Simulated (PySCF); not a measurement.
## Stretching SN

Set-up: PySCF, no relativity, basis sets S pcseg-1, N pcseg-1. Energies in eV from S + N in their ground configurations at the same level. State: ²Π (doublet), unpaired electrons π ↑.

All columns are MN15. A positive dipole means S(−)N(+).

```json
{"R (Å)": "1.299", "E (eV)": "-2.704", "μ (D)": "-1.95", "Mulliken charge on S (basis-dependent)": "0.18", "HOMO (eV)": "-5.66", "LUMO (eV)": "-1.74", "Mayer bond order": "2.56", "⟨S²⟩": "0.75"}
{"R (Å)": "1.359", "E (eV)": "-3.738", "μ (D)": "-1.92", "Mulliken charge on S (basis-dependent)": "0.18", "HOMO (eV)": "-6.01", "LUMO (eV)": "-2.05", "Mayer bond order": "2.51", "⟨S²⟩": "0.75"}
{"R (Å)": "1.419", "E (eV)": "-4.293", "μ (D)": "-1.86", "Mulliken charge on S (basis-dependent)": "0.18", "HOMO (eV)": "-6.35", "LUMO (eV)": "-2.37", "Mayer bond order": "2.47", "⟨S²⟩": "0.75"}
{"R (Å)": "1.465", "E (eV)": "-4.476", "μ (D)": "-1.80", "Mulliken charge on S (basis-dependent)": "0.18", "HOMO (eV)": "-6.60", "LUMO (eV)": "-2.61", "Mayer bond order": "2.44", "⟨S²⟩": "0.75"}
{"R (Å)": "1.510", "E (eV)": "-4.510", "μ (D)": "-1.73", "Mulliken charge on S (basis-dependent)": "0.18", "HOMO (eV)": "-6.85", "LUMO (eV)": "-2.86", "Mayer bond order": "2.41", "⟨S²⟩": "0.75"}
{"R (Å)": "1.555", "E (eV)": "-4.428", "μ (D)": "-1.65", "Mulliken charge on S (basis-dependent)": "0.18", "HOMO (eV)": "-7.08", "LUMO (eV)": "-3.10", "Mayer bond order": "2.38", "⟨S²⟩": "0.76"}
{"R (Å)": "1.616", "E (eV)": "-4.188", "μ (D)": "-1.52", "Mulliken charge on S (basis-dependent)": "0.17", "HOMO (eV)": "-7.38", "LUMO (eV)": "-3.42", "Mayer bond order": "2.35", "⟨S²⟩": "0.76"}
{"R (Å)": "1.691", "E (eV)": "-3.751", "μ (D)": "-1.34", "Mulliken charge on S (basis-dependent)": "0.16", "HOMO (eV)": "-7.69", "LUMO (eV)": "-3.83", "Mayer bond order": "2.26", "⟨S²⟩": "0.81"}
{"R (Å)": "1.782", "E (eV)": "-3.161", "μ (D)": "-1.11", "Mulliken charge on S (basis-dependent)": "0.15", "HOMO (eV)": "-7.92", "LUMO (eV)": "-4.14", "Mayer bond order": "1.96", "⟨S²⟩": "1.04"}
{"R (Å)": "1.903", "E (eV)": "-2.443", "μ (D)": "-0.84", "Mulliken charge on S (basis-dependent)": "0.13", "HOMO (eV)": "-8.09", "LUMO (eV)": "-4.19", "Mayer bond order": "1.56", "⟨S²⟩": "1.35"}
```

A fit through these points gives, at Re = 1.499 Å, μ = -1.75 D and dμ/dR = 1.67 D/Å; the reduced mass is 9.738 u.

How strong is the fundamental in the double-harmonic approximation, I = 42.26·(dμ/dR)²/μred km/mol?

I = 42.26·(1.67)²/9.738 = 12.1 km/mol at MN15.

⟨S²⟩ of the unrestricted solution departs from its pure value on part of the curve, where spin states mix. The state was picked by a PBE0 search and need not be the measured ground state.
